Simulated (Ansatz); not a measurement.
Band gap (eV) of solids drawn from the class of tetrahedrally bonded semiconductors and semimetals, at two levels: PBE (plane waves, PAW; Ansatz, a quantum-chemistry and plane-wave program), and r²SCAN (Ansatz, plane waves, PAW).

PBE values are at the measured cell, r²SCAN values at the measured cell.

```json
[
 {"solid": "wurtzite ZnO", "PBE": "0.80", "r²SCAN": "1.22"},
 {"solid": "wurtzite AlN", "PBE": "4.19", "r²SCAN": "4.83"},
 {"solid": "wurtzite CdSe", "PBE": "0.67", "r²SCAN": "1.17"},
 {"solid": "zinc-blende GaAs", "PBE": "0.52", "r²SCAN": "1.02"},
 {"solid": "zinc-blende CdS (metastable phase)", "PBE": "1.16", "r²SCAN": "1.61"},
 {"solid": "2H-SiC", "PBE": "2.25", "r²SCAN": "?"}
]
```

Question: Estimate the withheld r²SCAN value from the other rows.

Answer: One way: carry over the typical difference. The differences r²SCAN − PBE of the other rows, in order: 0.42, 0.45, 0.50, 0.50, 0.64; median 0.50. 2H-SiC: 2.25 + (0.50) = 2.75 eV; the run gives 2.62 eV. The differences spread from 0.42 to 0.64, so such an estimate is rough. 2H-SiC lies outside that spread.

Over all 6 rows r²SCAN is the larger in 6.

Ansatz's runs of these crystals have no spin polarisation.

Spin–orbit coupling is included only where a level's name says +SOC; with heavier elements it mostly lowers gaps and can invert bands. Density-functional gaps are differences of (generalised) Kohn–Sham levels. Ansatz's density-functional and Hartree–Fock values are scalar-relativistic unless marked +SOC, with PAW data made under PBE.
